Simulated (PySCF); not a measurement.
Shieldings and the share of exact exchange

Molecule: `C(C=C)#CCF`, C5H5F.

Molfile (atoms numbered from 1):
```
C5H5F
     RDKit          3D

 11 10  0  0  0  0  0  0  0  0999 V2000
    2.5100    0.5100    0.4881 C   0  0  0  0  0  0  0  0  0  0  0  0
    1.6668   -0.2765   -0.1960 C   0  0  0  0  0  0  0  0  0  0  0  0
    0.2496   -0.1644   -0.1750 C   0  0  0  0  0  0  0  0  0  0  0  0
   -0.9640   -0.0980   -0.1810 C   0  0  0  0  0  0  0  0  0  0  0  0
   -2.4161    0.0011   -0.1726 C   0  0  0  0  0  0  0  0  0  0  0  0
   -3.0055   -0.9652   -0.9454 F   0  0  0  0  0  0  0  0  0  0  0  0
    2.1441    1.3164    1.1282 H   0  0  0  0  0  0  0  0  0  0  0  0
    3.5898    0.3616    0.4202 H   0  0  0  0  0  0  0  0  0  0  0  0
    2.0674   -1.0770   -0.8296 H   0  0  0  0  0  0  0  0  0  0  0  0
   -2.7914   -0.0964    0.8618 H   0  0  0  0  0  0  0  0  0  0  0  0
   -2.7252    0.9923   -0.5500 H   0  0  0  0  0  0  0  0  0  0  0  0
  1  2  2  0
  2  3  1  0
  3  4  3  0
  4  5  1  0
  5  6  1  0
  1  7  1  0
  1  8  1  0
  2  9  1  0
  5 10  1  0
  5 11  1  0
M  END
```

GIAO shieldings (ppm, equivalent atoms averaged) in PySCF 2.14 on the PBE0-D3(BJ)/def2-SVP geometry, basis pcSseg-2, gas phase, non-relativistic:

```csv
functional,exact exchange (%),σ(C3),σ(C4),σ(C5),σ(F6)
BLYP,0,77.0,78.3,98.0,399.9
BP86,0,80.2,81.1,102.6,405.1
PBE,0,79.7,80.7,102.6,403.9
PBE0,25,86.9,86.3,110.5,416.1
mPW1PW91,25,86.6,85.9,109.8,416.0
BHandHLYP,50,90.4,89.1,113.4,422.8
HF,100,102.7,98.7,126.8,438.5
```

Q: Fit each shielding as a line in the percentage of exact exchange.

A: σ(C3) = 79.5 + 0.23 x (rms 1.3 ppm); σ(C4) = 80.5 + 0.18 x (rms 1.0 ppm); σ(C5) = 101.9 + 0.25 x (rms 1.9 ppm); σ(F6) = 404.4 + 0.36 x (rms 2.4 ppm). The functionals also differ in their semilocal parts, which the line can't hold; Hartree–Fock has no correlation at all.

Q: What does the line predict for B3LYP (20 %), and what does the run give?

A: σ(C3): 84.1 predicted, 82.7 computed; σ(C4): 84.1 predicted, 82.9 computed; σ(C5): 106.9 predicted, 104.7 computed; σ(F6): 411.6 predicted, 410.7 computed ppm.
